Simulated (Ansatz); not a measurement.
# How far each method lies from RCCSDT(Q) for C3H9N, singlet

Geometry: MP2(full)/6-31G*, from the G2/97 set.

```xyz
13

N     0.0000    0.0000    0.3690
C     0.0000    1.3780   -0.0920
C     1.1934   -0.6890   -0.0920
C    -1.1934   -0.6890   -0.0920
H     0.0000    1.4611   -1.1947
H     0.8862    1.8911    0.2908
H    -0.8862    1.8911    0.2908
H     1.2654   -0.7306   -1.1947
H     1.1946   -1.7130    0.2908
H     2.0808   -0.1781    0.2908
H    -1.2654   -0.7306   -1.1947
H    -2.0808   -0.1781    0.2908
H    -1.1946   -1.7130    0.2908
```

Basis 6-31G* (Cartesian d functions); Ansatz 0.2.0. Only valence electrons are correlated (noble-gas cores frozen), which leaves 26 electrons in 74 orbitals. R marks a restricted (for open shells ROHF) determinant. Active spaces: frontier = (8e, 8o) about the gap.

Full CI isn't at hand for all of this; RCCSDT(Q) serves as the reference, and is uncertain by about the last step of the cluster series.

* UHF ⟨S²⟩: 0.000
* T1 diagnostic (RCCSD): 0.0089
* largest doubles amplitude (RCCSD): 0.024

```tsv
level	E − E(RCCSDT(Q)) (mEh)	share of correlation (%)	wall time
RHF	628.95	0.00	–
RMP2	68.65	89.08	–
CISD	105.32	83.26	31 s
RCCSD	18.74	97.02	–
RCCSD(T)	1.79	99.72	3 s
BCCD(T)	1.72	99.73	3.5 s
RCCSDT	0.94	99.85	–
CASSCF (frontier space)	522.50	16.93	–
NEVPT2 (frontier space)	79.41	87.37	4.1 s (H100)
MRCISD (frontier space)	76.88	87.78	–
MRCISD+Q (frontier space)	14.62	97.67	4.6 s (H100)
```

The correlation energy at RCCSDT(Q), counted from RHF, is -17.115 eV. That run took 13 s on 2 threads of AMD EPYC 7R13 with a shared H100 80 GB, shared host.

Times hold each run's SCF and search for its determinant on a shared host, so for small cases they say little of a method's own cost; rows without a card ran on 1 thread of AMD EPYC 7R13.

Atomization energy (electronic, same basis, no zero-point term; atoms at the same level, unrestricted beside the R rows where the molecule is a closed shell, with restricted open-shell steps beyond CCSDT(Q)) at RCCSDT(Q): 4411.0 kJ/mol. Errors of other levels:

```
   level  error (kJ/mol)
     RHF          -850.4
    RMP2            22.3
    CISD          -259.2
   RCCSD           -37.3
RCCSD(T)            -1.9
 BCCD(T)            -0.9
  RCCSDT            -2.3
```

This basis is far from its limit, so the value isn't to be set against a measured one. Truncated CI isn't size-consistent, which counts against it in atomization.
